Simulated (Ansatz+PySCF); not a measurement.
## doublet CH2O(+): levels of theory in one basis

```xyz
4

O     0.0000    0.0000   -1.1718
C     0.0000    0.0000    0.0150
H     0.0000    0.9679    0.5784
H     0.0000   -0.9679    0.5784
```

Basis set: cc-pVTZ (spherical functions). Correlated methods keep 2 orbitals frozen. Correlation on ROHF uses semicanonical orbitals with singles. Charge 1, multiplicity 2.

Computed with Ansatz (development build ahead of 0.2.0) and PySCF 2.14.0; each method stands on the lowest determinant of its kind that the runs found.

```json
{"method": "ROHF", "E − E(ROHF) (eV)": "0.00", "<S²> of the determinant": "0.75"}
{"method": "UHF", "E − E(ROHF) (eV)": "-0.22", "<S²> of the determinant": "0.79"}
{"method": "ROHF-MP2", "E − E(ROHF) (eV)": "-9.18", "<S²> of the determinant": "–"}
{"method": "UHF-MP2", "E − E(ROHF) (eV)": "-9.18", "<S²> of the determinant": "0.79"}
{"method": "ROHF-CCSD(T)", "E − E(ROHF) (eV)": "-10.32", "<S²> of the determinant": "–"}
{"method": "UHF-CCSD(T)", "E − E(ROHF) (eV)": "-10.32", "<S²> of the determinant": "0.79"}
```

(1) What does UHF-CCSD give on the same scale?

Answers

(1) -9.94 eV.

Caution for ROHF-MP2, ROHF-CCSD(T): large amplitudes, a single reference is doubtful.
